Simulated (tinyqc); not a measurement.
Extended Hueckel theory, for H3O+, step by step. The parameters take no account of the charge, which enters only through the electron count. One step of it, computed by the program tinyqc.

Task: Wolfsberg-Helmholz matrix. H_ij = K' S_ij (H_ii + H_jj)/2 for i != j (the diagonal keeps H_ii), with K' = 1.75.

overlap S:
```
,1O 2s,1O 2px,1O 2py,1O 2pz,2H 1s,3H 1s,4H 1s
1O 2s,1.000000,0.000000,0.000000,0.000000,0.441747,0.442112,0.442112
1O 2px,0.000000,1.000000,0.000000,0.000000,0.354022,-0.177020,-0.177020
1O 2py,0.000000,0.000000,1.000000,0.000000,0.000000,0.306783,-0.306783
1O 2pz,0.000000,0.000000,0.000000,1.000000,-0.143157,-0.143320,-0.143320
2H 1s,0.441747,0.354022,0.000000,-0.143157,1.000000,0.202878,0.202878
3H 1s,0.442112,-0.177020,0.306783,-0.143320,0.202878,1.000000,0.202938
4H 1s,0.442112,-0.177020,-0.306783,-0.143320,0.202878,0.202938,1.000000
```

diagonal H_ii (eV): 1O 2s -32.300000, 1O 2px -14.800000, 1O 2py -14.800000, 1O 2pz -14.800000, 2H 1s -13.600000, 3H 1s -13.600000, 4H 1s -13.600000

K = 1.750000

Give: H.

Result:

H (eV):
```
,1O 2s,1O 2px,1O 2py,1O 2pz,2H 1s,3H 1s,4H 1s
1O 2s,-32.300,0.000,0.000,0.000,-17.742,-17.756,-17.756
1O 2px,0.000,-14.800,0.000,0.000,-8.797,4.399,4.399
1O 2py,0.000,0.000,-14.800,0.000,0.000,-7.624,7.624
1O 2pz,0.000,0.000,0.000,-14.800,3.557,3.562,3.562
2H 1s,-17.742,-8.797,0.000,3.557,-13.600,-4.829,-4.829
3H 1s,-17.756,4.399,-7.624,3.562,-4.829,-13.600,-4.830
4H 1s,-17.756,4.399,7.624,3.562,-4.829,-4.830,-13.600
```
